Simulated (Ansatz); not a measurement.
# CHAl (singlet): wave-function methods side by side at distance Al1–C2 = 3.570 Å, 6-31G

One table from this session's results is given with a row withheld; the runs are named, their logs left out.

Program: Ansatz 0.2.0, Gaussian basis. Level of theory: 6-31G, core rule «outside noble gas», up to 6 orbitals frozen. These are calculated values, not measurements.

Plan: UHF; CCSD(T) on RHF; CCSD(T) on UHF; BCCD(T) on RHF; CISD; CCSDT(Q) on UHF; CISDTQ; CCSDTQ on RHF; CCSDTQ on UHF; CASSCF and MRCISD+Q, 2 electrons in 2 orbitals; CASSCF and NEVPT2, 2 electrons in 2 orbitals; CASSCF and MRCISD+Q, 8 electrons in 9 orbitals; CASSCF and NEVPT2, 8 electrons in 9 orbitals; Full CI.

35 further runs of the same task are left out: 7 for a known fault of the program, 22 that didn't finish, 6 set aside as unsound or not needed.

### The system

The geometry derives from a PBE0/def2-TZVP stationary point (not a proven minimum). One bond is set to the value named and the two fragments are kept rigid.

3 atoms, charge 0, spin multiplicity 1.

Atoms are counted from 1 here; the program's logs count them from 0.

Bond lengths: Al1–H3 1.591 Å.

Geometry (Å):

```xyz
3

Al    0.0000    0.0000    0.6596
C     0.0000    0.0000   -2.9104
H     0.0000    0.0000    2.2507
```

The first run:

Input file in.yaml:

```yaml
crystal:
  periodic: [false, false, false]
  atoms:
    - {symbol: Al, position_ang: [0.000000, 0.000000, 0.659630]}
    - {symbol: C, position_ang: [0.000000, 0.000000, -2.910370]}
    - {symbol: H, position_ang: [0.000000, 0.000000, 2.250741]}
basis:
  gaussian: {orbitals: 6-31G}
magnetization: {spin_polarized: true, initial_magnetization: 0}
hamiltonian: {xc: hf}
output: {orbitals: {seedname: orbitals}}
```

The run is started by

```
> ansatz run in.yaml --threads 1 --pin off --events-out ev --progress --plain --max-ram 2393MiB
```

Among the steps run: UHF; CCSD(T) on RHF; CCSD(T) on UHF; BCCD(T) on RHF; CISD; CCSDT(Q) on UHF; CISDTQ; CCSDTQ on RHF; CCSDTQ on UHF; CASSCF and MRCISD+Q, 2 electrons in 2 orbitals; CASSCF and NEVPT2, 2 electrons in 2 orbitals; CASSCF and MRCISD+Q, 8 electrons in 9 orbitals; CASSCF and NEVPT2, 8 electrons in 9 orbitals; Full CI.

One table of the session follows, with a row left open; its other results are not shown here.

It belongs to the step «Misses and costs». 

```
  method  from FCI (meV)
     RHF         +3332.4
    RMP2         +1491.9
    CISD          +634.6
   RCCSD               ?
RCCSD(T)          +251.4
 BCCD(T)          +258.4
  CISDTQ           +92.4
 RCCSDTQ           +13.7
     FCI               0
```

Q: Estimate the row for RCCSD from the others.

As computed: from FCI (meV): +334.4. In the column «from FCI (meV)» it lies between BCCD(T) (+258.4) and CISD (+634.6).

Left out of the table: CASSCF pair, NEVPT2 pair, MRCISD pair, MRCISD+Q pair, CASSCF valence, NEVPT2 valence, MRCISD valence, MRCISD+Q valence (the active space lost an orbital or holds another state than full CI finds).

Caveats from the session: Left out of the table: UHF, UMP2, UCCSD, UCCSD(T), UCCSDT, UCCSDT(Q), UCCSDTQ (another determinant or state than the rows shown). The program flags BCCD(T), RCCSDTQ as in doubt, so those rows may rest on another solution; read them beside their warnings.
